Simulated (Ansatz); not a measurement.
One stationary structure of Nb. Space group Im-3m (No. 229), bcc (W type). Level of theory: PBE (plane waves to 420 eV, PAW, scalar-relativistic; Ansatz, an electronic-structure program).

Space group Im-3m (No. 229); a = 3.310 Å, b = 3.310 Å, c = 3.310 Å, α = 90.00°, β = 90.00°, γ = 90.00°

```
atom  site  symmetry       x       y       z
----  ----  --------  ------  ------  ------
Nb      2a      m-3m  0.0000  0.0000  0.0000
```
(The calculation used a cell of 1 atom; values per cell refer to that cell.)

- Volume per atom = 18.13 Å³
- Band gap = no gap (metallic)
- Shortest distances = Nb–Nb 2.87 Å
- k-mesh = 20×20×20

No spin polarisation in the result.

Measured for Nb: a 3.294 Å (static lattice; corrected from measurement; as listed in Daniel Mejia-Rodriguez, S. B. Trickey, Phys. Rev. B (2018)). Computed minus measured — a: PBE +0.5 %. The computed values are for a static lattice.

The run could not lose the symmetry of its start.

It was reached from a disturbed copy of a P6/mmm (No. 191) cell, against which it lies -0.20 eV/atom.
